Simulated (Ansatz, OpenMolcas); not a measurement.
**How methods differ on SiNH5 (SMILES [SiH3]N)**

The species is SiNH5 (7 atoms), meant as a singlet with charge 0. As SMILES, `[SiH3]N`. The coordinates come from a PBE0-D4/def2-TZVP relaxation.

Quantity: the HOMO–LUMO gap, in eV. The values are calculated.

```
             level             kind     program  value (eV)  CPU time
     PBE/def2-TZVP              GGA  OpenMolcas        5.52      34 s
   M06-L/def2-TZVP         meta-GGA  OpenMolcas        6.59      56 s
   B3LYP/def2-TZVP    global hybrid  OpenMolcas        7.25      34 s
   BHLYP/def2-TZVP    global hybrid  OpenMolcas        9.82      34 s
  M06-2X/def2-TZVP  hybrid meta-GGA  OpenMolcas        9.84      43 s
 r2SCAN0/def2-TZVP  hybrid meta-GGA      Ansatz        8.35     7.6 s
  B2PLYP/def2-TZVP    double hybrid      Ansatz       10.04       6 s
PBE-QIDH/def2-TZVP    double hybrid      Ansatz       11.60     6.1 s
```

The values span 5.52 to 11.60 eV. Orbital gaps aren't excitation energies, and those of double hybrids come from the SCF part alone; they tend to grow with the share of exact exchange. CPU times are rough (shared hosts, several kinds of processor and program).
